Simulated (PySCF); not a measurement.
# C3H8S2: the cost of one run

The runs use PySCF 2.14.0, with density-fitted response routines of our own; the level of theory stands in each step. All values are computed, except where a source is named. Atoms count from 0, in the outputs and in this text.

### Step 1. The molecule as given

13 atoms, charge 0, multiplicity 1; geometry from: MMFF94s. The atoms were then displaced at random by about 0.03 Å, so the start is not that level's minimum.

Bonds of the start (Å): C0–C1 1.46, C1–S2 1.81, S2–S3 2.14, S3–C4 1.74, C0–H5 1.07, C0–H6 1.09, C0–H7 1.18, C1–H8 1.15, C1–H9 1.10, C4–H10 1.11, C4–H11 1.07, C4–H12 1.09.

### Step 2. Geometry optimisation at PBE0-D3(BJ)/def2-SVP

The job: settings as JSON, then the geometry in Å.

```
{"job": {"xc": "PBE0", "basis": "def2-SVP", "d3": "d3bj", "grid": 1, "shake": 0.03, "kind": "geom"}, "charge": 0, "multiplicity": 1}
C     -1.985800    -0.246640    -0.356780
C     -1.069020    -0.127350     0.769940
S     -0.060930     1.368540     0.689970
S      1.272030     1.067660    -0.956590
C      2.499770     0.021810    -0.304910
H     -2.711020    -1.027170    -0.256920
H     -1.522800    -0.271980    -1.339410
H     -2.639070     0.735990    -0.404910
H     -1.603650    -0.071700     1.783100
H     -0.430750    -1.016570     0.821660
H      2.089730    -0.910400     0.142060
H      3.235970    -0.183230    -1.052640
H      2.956190     0.608930     0.487640
```

Launch:

```
OMP_NUM_THREADS=1 python probes_run.py task.json out
```

This one command runs all jobs of the session in turn.

**Question.** How long does this first job take on 1 thread of Arm Neoverse V1, shared host, and how much memory does it need?

About 44 s, with a peak of 0.5 GiB.
